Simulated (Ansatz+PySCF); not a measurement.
## singlet C3H4: levels of theory in one basis

```xyz
7

C     0.0031   -0.0089   -1.2355
C    -0.0034    0.0006    0.2051
C     0.0073    0.0067    1.4240
H    -0.0064   -1.0258   -1.6422
H    -0.8870    0.5199   -1.6273
H     0.8828    0.5154   -1.6278
H    -0.0061    0.0076    2.4971
```

Basis set: def2-SVP (spherical functions). Frozen core: 3 orbitals. Charge 0, multiplicity 1.

Computed with Ansatz (development build ahead of 0.2.0); each method stands on the lowest determinant of its kind that the runs found. NEVPT2 correlates all electrons. Active spaces start from the frontier orbitals, and the lowest solution found is given.

```csv
method,E − E(RHF) (eV),<S²> of the determinant
RHF,0.00,0.00
RHF-MP2,-10.85,–
RHF-CCSD,-11.62,–
RHF-CCSD(T),-12.06,–
"CASSCF(4,4)",-1.87,–
```

Question: What does SC-NEVPT2(4,4) give on the same scale?

Answer: -10.99 eV. NEVPT2 here correlates all electrons, so it doesn't share the others' frozen core.

Question: Is a single determinant a sound starting point here?

Answer: By this sign, yes. Unrestricted orbitals gain 0.00 eV and <S²> is 0.00 against 0.00 for a pure state. The CASSCF(4,4) natural occupations are 1.94, 1.94, 0.06, 0.06.
